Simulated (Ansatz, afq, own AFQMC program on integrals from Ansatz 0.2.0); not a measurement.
**SiNH2, quartet: AFQMC among the cluster methods**

```xyz
4

Si    0.0062   -0.0954    0.5424
N    -0.0810    0.1282   -1.0648
H     0.2624    1.1912    1.2592
H     0.6894   -0.3137   -1.5755
```

Connectivity, by distances: SiH–NH.

Basis cc-pVDZ. Noble-gas cores (and the filled d shells of Ga–Kr and In–Xe) are frozen. AFQMC by an in-house program on the Cholesky factors that Ansatz 0.2.0 writes for its CCSD(T) run. The CISD trial takes its coefficients from CCSD amplitudes. Released means that phaseless walkers are propagated on without the constraint, phases kept. Error bars are statistical, one sigma.

Determinant: UHF, the one that the program's search chose, which needn't be the lowest solution. The geometry is a point of a scan.

No full CI on the walks' own integrals is used here; CCSDT(Q) serves as the reference and is uncertain by about the last step of the cluster series.

Cautions: lower spins were not checked.

```
T1 diagnostic                               : 0.0231
weight of the determinant in the CISD state : 0.897
⟨S²⟩ of the determinant                     : 3.761
size of the correlated space                : 11 electrons in 36 orbitals
```

```
  level  correlation energy (eV)
    MP2                  -5.2845
   CCSD                  -6.1127
CCSD(T)                  -6.2596
```

Estimate where AFQMC with the constraint released lies against CCSD(T) on the same integrals.

1.07 ± 0.37 kcal/mol below CCSD(T).

Reference: CCSDT(Q), correlation energy -6.297 eV. The released energy is read at 1.62 1/Eh, later times being too noisy (meV from the phaseless value at times in 1/Eh: -4 ± 14 at 0.24, -28 ± 9 at 0.51, -15 ± 15 at 0.99, -25 ± 16 at 1.62, 9 ± 25 at 2.40).

| level | E − E(reference) (kcal/mol) | share of correlation (%) |
| --- | --- | --- |
| CCSD(T) | 0.85 | 99.41 |
| CCSDT | 0.25 | 99.83 |
| ph-AFQMC/CISD | 0.35 ± 0.20 | 99.76 |
| released AFQMC | -0.22 ± 0.37 | 100.15 |

Released energies are given only where the last usable release times agree within the noise; a slower fall can still hide under it.
